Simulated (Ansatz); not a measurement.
## A barrier at the coupled-cluster level

Start structure (C2H10Si, singlet), relaxed at PBE0-D4/def2-TZVP:

```json
{"atom": "Si1", "x (Å)": "-1.0405", "y (Å)": "0.6673", "z (Å)": "0.6467"}
{"atom": "C2", "x (Å)": "-0.2430", "y (Å)": "-0.7117", "z (Å)": "-0.3441"}
{"atom": "C3", "x (Å)": "0.2695", "y (Å)": "-0.2590", "z (Å)": "-1.7082"}
{"atom": "H4", "x (Å)": "-2.2088", "y (Å)": "1.2258", "z (Å)": "-0.0894"}
{"atom": "H5", "x (Å)": "-0.0689", "y (Å)": "1.7744", "z (Å)": "0.8707"}
{"atom": "H6", "x (Å)": "-1.5074", "y (Å)": "0.1768", "z (Å)": "1.9721"}
{"atom": "H7", "x (Å)": "2.1259", "y (Å)": "-0.2373", "z (Å)": "2.6373"}
{"atom": "H8", "x (Å)": "1.8653", "y (Å)": "0.4269", "z (Å)": "2.4172"}
{"atom": "H9", "x (Å)": "0.5743", "y (Å)": "-1.1303", "z (Å)": "0.2525"}
{"atom": "H10", "x (Å)": "-0.9772", "y (Å)": "-1.5165", "z (Å)": "-0.4584"}
{"atom": "H11", "x (Å)": "-0.5386", "y (Å)": "0.1420", "z (Å)": "-2.3257"}
{"atom": "H12", "x (Å)": "1.0237", "y (Å)": "0.5262", "z (Å)": "-1.6101"}
{"atom": "H13", "x (Å)": "0.7255", "y (Å)": "-1.0846", "z (Å)": "-2.2605"}
```

The step: C₂H₈Si (CC[SiH3]) + H₂ → C₂H₆ (CC) + SiH₄; bonds formed: Si1–H8, C2–H7; bonds broken: Si1–C2, H7–H8. Program: Ansatz 0.2.0. Basis: def2-TZVPP and def2-QZVPP. Cores are frozen in the correlated methods. Extrapolation: Hartree–Fock as exp(−7.88 √X), correlation as X^−2.97. Energies below are by CCSD(T) at an estimated basis limit (MP2 extrapolated from triple and quadruple zeta, plus CCSD(T) − MP2 in triple zeta).

(1) What are the electronic barrier and the energy of the step, from the start structure to the end structure? (To be estimated.)

No T1 diagnostic of these runs exceeds 0.011. The end structure is not quite a true minimum (one mode of 47i cm⁻¹).

Results:

(1) The calculation gives: Barrier 304.6 kJ/mol; step energy -32.1 kJ/mol (downhill); reverse barrier, their difference, 336.7 kJ/mol. Barrier and step energy count from the start structure, the reverse barrier from the end structure.

The saddle point: One imaginary mode of 1576i cm⁻¹.
```tsv
pair	start (Å)	saddle (Å)	end (Å)
Si1–H8	3.41	1.72	1.48
C2–H7	3.84	1.36	1.09
Si1–C2	1.88	2.18	4.10
H7–H8	0.75	1.14	2.88
```

Zero-point energy (harmonic, PBE0-D4): ZPE is 265.0 kJ/mol at the start and 272.9 kJ/mol at the saddle, so the barrier goes from 304.6 to 312.4 kJ/mol.

For scale, one of the runs: CCSD(T)/def2-TZVPP, 244 basis functions, launched by `ansatz run in.yaml --threads 4 --pin off --events-out ev --progress --plain --max-ram 9574MiB`. The run took 37 s on 4 CPU threads of an Intel Xeon Platinum 8488C (shared host), with 4.8 GiB of host memory at its peak.
